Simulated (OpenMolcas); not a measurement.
# One shape, several levels: SiH4 (SMILES [H][Si]([H])([H])[H])

Wanted: a comparison of 6 runs (HF/STO-3G, B2PLYP/STO-3G, MP2/STO-3G, ACPF/STO-3G, CISD/STO-3G, CCSD(T)/STO-3G) of SiH4. 

Program for the calculation: OpenMolcas 26.06.

**1. The system as given**

The species is SiH4 (5 atoms), meant as a singlet with charge 0. SMILES: `[H][Si]([H])([H])[H]`. The Si1–H2 distance was set to 2.191 Å, away from the relaxed value. At this shape a bond of the SMILES string is far longer than usual.

Bond lengths: Si1–H3 1.461 Å, Si1–H4 1.461 Å, Si1–H5 1.461 Å. Angles: H3–Si1–H4 109.5°, H3–Si1–H5 109.5°, H4–Si1–H5 109.5°. A long bond or contact: Si1–H2 2.191 Å.

**2. A single-point energy at HF/STO-3G (run 1)**

job.inp reads:

```
&GATEWAY
  BasLib=$CurrDir
  Coord
  5
  angstrom
  Si      -0.005560       0.009654      -0.730262
  H        0.011300      -0.019430       1.460880
  H        1.367830       0.020954      -1.228112
  H       -0.702200       1.206394      -1.196072
  H       -0.693850      -1.178796      -1.227842
  Basis=STO-3G
  Group=NoSym

&SEWARD

&SCF
  Thresholds=1e-10 1e-07 1e-07 1e-05
  PrOrbitals=1 1
```

The basis set STO-3G is read from a file made from the Basis Set Exchange's data (not shown).

Run with:

```bash
$ export MOLCAS_MEM=1860
$ pymolcas job.inp > job.log
```

Log:

```text
--- Start Module: gateway ---
[...]
--- Stop Module: gateway /rc=_RC_ALL_IS_WELL_ ---
--- Start Module: seward ---
[...]
      Basis functions           13
--- Stop Module: seward /rc=_RC_ALL_IS_WELL_ ---
--- Start Module: scf ---
[...]
       Convergence after   8 Iterations
[...]
::    Total SCF energy                               -287.7677731421
[...]
      Total spin, S                                     0.0000000000
[...]
      Total electronic charge=   18.000000
      Total            charge=   -0.000000
[...]
      Dipole Moment (debye):
      Origin of the operator (angstrom)=   -0.0054    0.0094   -0.7073
                   X= -5.2675E-03               Y=  9.6025E-03               Z= -7.2968E-01           Total=  7.2976E-01
      Quadrupole Moment (debye*angstrom):
[...]
--- Stop Module: scf /rc=_RC_ALL_IS_WELL_ ---
[...]
```

It took 2.2 s on 1 thread of Arm Neoverse N1, shared host; peak memory 0.37 GiB.

**3. A single-point energy at B2PLYP/STO-3G (run 2)**

job.inp reads:

```
* H4Si Kohn-Sham DFT
&GATEWAY
BasLib
$CurrDir
Coord
5
angstrom
Si      -0.005560       0.009654      -0.730262
H        0.011300      -0.019430       1.460880
H        1.367830       0.020954      -1.228112
H       -0.702200       1.206394      -1.196072
H       -0.693850      -1.178796      -1.227842
Basis
STO-3G
Group
NoSym
&SEWARD
GridInput
Grid=UltraFine
End of Grid
&SCF
KSDFT
B2PLYP_SCF
Thresholds
1e-10 1e-07 1e-07 1e-05
PrOrbitals
1 1
&MBPT2
Frozen
5
```

The basis set STO-3G is read from a file made from the Basis Set Exchange's data (not shown).

Run with:

```bash
$ export MOLCAS_MEM=1860
$ pymolcas job.inp > job.log
```

Log:

```text
--- Start Module: gateway ---
[...]
--- Stop Module: gateway /rc=_RC_ALL_IS_WELL_ ---
[...]
      Basis functions           13
[...]
--- Start Module: scf ---
[...]
       Convergence after  10 Iterations
[...]
::    Total KS-DFT energy                            -288.2162210115
[...]
      Total spin, S                                     0.0000000000
[...]
      Total electronic charge=   18.000000
      Total            charge=   -0.000000
[...]
      Dipole Moment (debye):
      Origin of the operator (angstrom)=   -0.0054    0.0094   -0.7073
                   X= -4.6541E-03               Y=  8.4705E-03               Z= -6.4427E-01           Total=  6.4434E-01
      Quadrupole Moment (debye*angstrom):
[...]
--- Stop Module: scf /rc=_RC_ALL_IS_WELL_ ---
[...]
--- Start Module: mbpt2 ---
[...]
 ###    WARNING: MP2 implementation intended for RHF references only         ###
 ###############################################################################
MBPT2 WARNING: Reference function according to RunFile:KS-DFT
I'll assume you know what you're doing and continue
WARNING!
Default frozen orbitals as non valence orbitals is overwritten by user input.
Default values:   2
[...]
       Reference weight ( Cref**2 )         =        0.92338
::    Total MBPT2 energy                             -288.3039156824
[...]
      Total MBPT2 calculations                           0.05      0.06
--- Stop Module: mbpt2 /rc=_RC_ALL_IS_WELL_ ---
[...]
```

Run time: 5.7 s. Hardware: 1 thread of Arm Neoverse N1, shared host; peak memory 0.37 GiB.

Runs 3 to 5 aren't shown in full; the table further down has their settings and results.

**4. The energy at CCSD(T)/STO-3G (run 6)**

job.input reads:

```
&GATEWAY
  BASLIB = $CurrDir
  COORD
  5
  angstrom
  Si      -0.005560       0.009654      -0.730262
  H        0.011300      -0.019430       1.460880
  H        1.367830       0.020954      -1.228112
  H       -0.702200       1.206394      -1.196072
  H       -0.693850      -1.178796      -1.227842
  BASIS = STO-3G
  GROUP = NoSym

&SEWARD

&SCF
  THRESHOLDS = 1e-10 1e-07 1e-07 1e-05
  PRORBITALS = 1 1

&RASSCF
  FILEORB = $Project.ScfOrb
  SPIN = 1
  NACTEL = 0 0 0
  INACTIVE = 9
  RAS2 = 0
  OUTORBITALS = Canonical
  ORBLISTING = Nothing

&MOTRA
  JOBIPH
  FROZEN = 5

&CCSDT
  CCT
  TRIPLES = 2
  ITERATIONS = 80
  ACCURACY = 1e-08
  EXTRAPOLATION = 5 4
```

The basis set STO-3G is read from a file made from the Basis Set Exchange's data (not shown).

Run with:

```bash
$ export MOLCAS_MEM=1860
$ pymolcas job.input > job.log
```

Log:

```text
--- Start Module: gateway ---
[...]
--- Stop Module: gateway /rc=_RC_ALL_IS_WELL_ ---
[...]
      Basis functions           13
[...]
       Convergence after   8 Iterations
[...]
::    Total SCF energy                               -287.7677731421
[...]
      Total spin, S                                     0.0000000000
[...]
      Number of active orbitals                  0
[...]
      Spin quantum number                      0.0
[...]
      Active orbitals                            0
[...]
      Number of CSFs                             1
[...]
      Number of root(s) required                 1
[...]
      Convergence after  4 iterations
[...]
      Natural orbitals and occupation numbers for root  1
      ************************************************************************************************************************
      *                                                    Final results                                                     *
      ************************************************************************************************************************
[...]
::    RASSCF root number  1 Total energy:   -287.76777314
[...]
      Total electronic charge=   18.000000
      Total            charge=   -0.000000
[...]
      Dipole Moment (debye):
      Origin of the operator (angstrom)=   -0.0054    0.0094   -0.7073
                   X= -5.2675E-03               Y=  9.6025E-03               Z= -7.2968E-01           Total=  7.2976E-01
      Quadrupole Moment (debye*angstrom):
[...]
--- Start Module: motra ---
[...]
--- Stop Module: motra /rc=_RC_ALL_IS_WELL_ ---
--- Start Module: ccsdt ---
[...]
      Convergence after                    13  Iterations
      Total energy (diff) :    -287.87472670       0.00000001
[...]
 METHOD                       : CCSD+T(CCSD)+<T3(1)WT1> = CCSD(T)
[...]
       CCSD     =      -287.8747266972399
[...]
```

Wall time 3.6 s (1 thread of Arm Neoverse N1, shared host); peak memory 0.37 GiB.

**5. All runs side by side**

```tsv
run	level	frozen core orbitals	integration grid	energy (Eh)	dipole moment (D) of the reference	HOMO energy (eV)	LUMO energy (eV)	wall time
1	HF/STO-3G	–	–	-287.767773	0.73	-7.78	6.60	2.2 s
2	B2PLYP/STO-3G	5	UltraFine	-288.239899	0.64	-6.35	3.93	5.7 s
3	MP2/STO-3G	5	–	-287.833588	0.73	-7.78	6.60	2.5 s
4	ACPF/STO-3G	5	–	-287.878271	0.73	-7.78	6.60	2.6 s
5	CISD/STO-3G	5	–	-287.868579	0.73	-7.78	6.60	2.7 s
6	CCSD(T)/STO-3G	5	–	-287.875716	0.73	-7.78	6.60	3.6 s
```

**6. Summary of results**

| quantity | value |
| --- | --- |
| run 6: total energy | -287.87572 Eh |
| run 6: dipole moment (mean-field density) | 0.73 D |
| run 6: HOMO energy (Hartree–Fock orbitals) | -7.78 eV |
| run 6: LUMO energy (Hartree–Fock orbitals) | 6.60 eV |
| run 6: HOMO–LUMO gap (Hartree–Fock orbitals) | 14.38 eV |
| run 6: correlation energy (5 core orbitals frozen) | -107.9 mEh |
| run 6: (T) correction | -0.99 mEh |

**Reading.** Below the HF energy at the same shape and in the same basis (STO-3G): MP2 -65.8 mEh; ACPF -110.5 mEh; CISD -100.8 mEh; CCSD(T) -107.9 mEh. For B2PLYP the log adds the whole second-order term; the table takes 0.27 of it, as the functional is defined. In runs 1, 2, 3, 4, 5, 6 the basis is minimal, so the values are rough. All runs together took 19 s, the longest 5.7 s.
